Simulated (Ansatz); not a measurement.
Relaxation of CH2NO (5 atoms, charge 0, multiplicity 2), to a largest force component of 0.02 eV/Å in at most 50 steps.

The calculation used UKS r2SCAN-D4/6-31G* in Ansatz 0.2.0.

```xyz
5
Properties=species:S:1:pos:R:3
N -0.127 0.118 -0.915
C 0.258 -0.236 0.242
O 1.079 -0.989 0.706
H -0.859 0.787 -1.078
H 0.544 -0.492 -1.424
```

**Question.** Where does it end, and by what steps?

**Answer.** It converged. After 6 steps the energy has fallen by 0.900 eV; H5 moved furthest, 0.29 Å.

```
step  energy less start (eV)  largest force component (eV/Å)  accepted
   0                  0.0000                           6.284       yes
   1                 -0.5678                           2.700       yes
   2                 -0.7635                           2.794       yes
   3                 -0.8905                           0.563       yes
   4                 -0.9002                           0.070       yes
   5                 -0.9005                           0.034       yes
   6                 -0.9005                           0.001       yes
```

```xyz
5
Properties=species:S:1:pos:R:3
N -0.063 0.060 -0.893
C 0.246 -0.227 0.383
O 1.076 -0.986 0.814
H -0.790 0.724 -1.104
H 0.425 -0.383 -1.670
```

Run time: 12 s on 1 thread of Intel(R) Xeon(R) Platinum 8488C (Sapphire Rapids) (shared host), peak memory 0.17 GiB.
